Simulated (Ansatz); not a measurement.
Reaction (substitution at a C–F bond): `C/N=C(/F)Cl` + HCl → `CN=C(Cl)Cl` + H–F

Program: Ansatz. Geometries: PBE0-D4/def2-TZVP. ΔE: electronic, gas phase. CCSD(T)/CBS adds triple-zeta CCSD(T) − MP2 to the extrapolated MP2 energy (def2 sets, frozen cores). This one scheme is used for every species.

Is it downhill or uphill in electronic energy at CCSD(T)/CBS, and by how much? (Estimate.)

Computed: Nearly level: ΔE = -0.02 eV.

What do these levels give: HF/def2-TZVPP, SCS-MP2/def2-TZVPP, CCSD(T)/def2-TZVPP, SCS-MP2/def2-QZVPP, HF/CBS(def2), MP2/CBS(def2)? (Estimate.)

Ansatz gave: HF/def2-TZVPP 0.29, SCS-MP2/def2-TZVPP 0.00, CCSD(T)/def2-TZVPP 0.05, SCS-MP2/def2-QZVPP -0.04, HF/CBS(def2) 0.29, MP2/CBS(def2) -0.14 eV.

Largest T1 diagnostic among the species: 0.013.

In def2-TZVPP, CCSD(T) changes the Hartree–Fock value by −0.24 eV (the triples alone add −0.04 eV) and MP2 by −0.36 eV. The D4 term adds −0.07 eV with B3LYP and −0.04 eV with PBE0; it sums over pairs of atoms, weighted by their polarisabilities, and B3LYP, whose exchange is more repulsive, gets the larger term.

B3LYP here is the variant with VWN-RPA as its local correlation; programs differ in this.
